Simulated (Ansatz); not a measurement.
# HF₂− (SMILES F[H-]F): one structure at several levels

A test off equilibrium: a structure displaced at random from a GFN2-xTB minimum is computed at several levels, and each is set against CCSD(T).

Program: Ansatz 0.2.0, Gaussian basis. Level of theory: single points in def2-TZVPPD. These are calculated values, not measurements.

Cores are frozen in the correlated methods. B3LYP uses VWN-RPA correlation.

### 1 Where the work starts

3 atoms, charge -1, spin multiplicity 1.

Atoms are counted from 1 here; the program's logs count them from 0.

Bond lengths: F1–H2 0.867 Å.

Geometry (Å):

```xyz
3
charge -1, multiplicity 1
F    -1.0127    0.4078   -0.4407
H    -0.2741    0.1449   -0.0697
F     1.0282   -0.2971    0.5776
```

### 2 CCSD(T)/def2-TZVPPD

run/in.yaml

```yaml
crystal:
  periodic: [false, false, false]
  atoms:
    - {symbol: F, position_ang: [-1.012700, 0.407800, -0.440700]}
    - {symbol: H, position_ang: [-0.274100, 0.144900, -0.069700]}
    - {symbol: F, position_ang: [1.028200, -0.297100, 0.577600]}
basis:
  gaussian: {orbitals: "def2-TZVPPD.json"}
total_charge: -1
correlation: {method: ccsd_t}
output: {forces: true}
```

The basis file named in the input lies beside it (Basis Set Exchange, JSON).

The command line of these runs was not kept.

### 3 PBE0-D4/def2-TZVPPD

Edit run/in.yaml of step 2 so:

```diff
@@ -9,3 +9,3 @@
 total_charge: -1
-correlation: {method: ccsd_t}
-output: {forces: true}
+hamiltonian: {xc: pbe0, dispersion: d4}
+output: {forces: true, orbitals: {seedname: orbitals}}
```

### 4 wB97M-V/def2-TZVPPD

Edit run/in.yaml of step 3 so:

```diff
@@ -9,3 +9,3 @@
 total_charge: -1
-hamiltonian: {xc: pbe0, dispersion: d4}
-output: {forces: true, orbitals: {seedname: orbitals}}
+hamiltonian: {xc: {name: wB97M-V}}
+output: {forces: true}
```

### 5 r2SCAN-D4/def2-TZVPPD

Edit run/in.yaml of step 4 so:

```diff
@@ -9,3 +9,3 @@
 total_charge: -1
-hamiltonian: {xc: {name: wB97M-V}}
+hamiltonian: {xc: r2scan, dispersion: d4}
 output: {forces: true}
```

### 6 PBE-D4/def2-TZVPPD

Edit run/in.yaml of step 5 so:

```diff
@@ -9,3 +9,3 @@
 total_charge: -1
-hamiltonian: {xc: r2scan, dispersion: d4}
+hamiltonian: {xc: pbe, dispersion: d4}
 output: {forces: true}
```

### 7 HSE06-D4/def2-TZVPPD

Edit run/in.yaml of step 6 so:

```diff
@@ -9,3 +9,3 @@
 total_charge: -1
-hamiltonian: {xc: pbe, dispersion: d4}
+hamiltonian: {xc: hse06, dispersion: d4}
 output: {forces: true}
```

### 8 B3LYP-D4/def2-TZVPPD

Edit run/in.yaml of step 7 so:

```diff
@@ -9,3 +9,3 @@
 total_charge: -1
-hamiltonian: {xc: hse06, dispersion: d4}
+hamiltonian: {xc: {name: B3LYP}, dispersion: d4}
 output: {forces: true}
```

(Steps that only read results are left out.)

Q: Predict the outcome of this session. Wanted: RMS force component; RMS force error; HOMO and LUMO, PBE0-D4; T1 diagnostic.

The runs gave:

| quantity | value |
| --- | --- |
| RMS force component | 3.277 to 3.681 eV/Å over the methods |
| RMS force error | PBE0-D4 0.088, wB97M-V 0.082, r2SCAN-D4 0.142, PBE-D4 0.409, HSE06-D4 0.090, B3LYP-D4 0.156 eV/Å |
| HOMO and LUMO, PBE0-D4 | -1.64 and 5.92 eV |
| T1 diagnostic | 0.015 |

**Reading.** On forces the order runs from wB97M-V to PBE-D4. Frozen-core CCSD(T) forces in triple zeta carry basis errors of their own, and this is one geometry, so small gaps rank nothing.
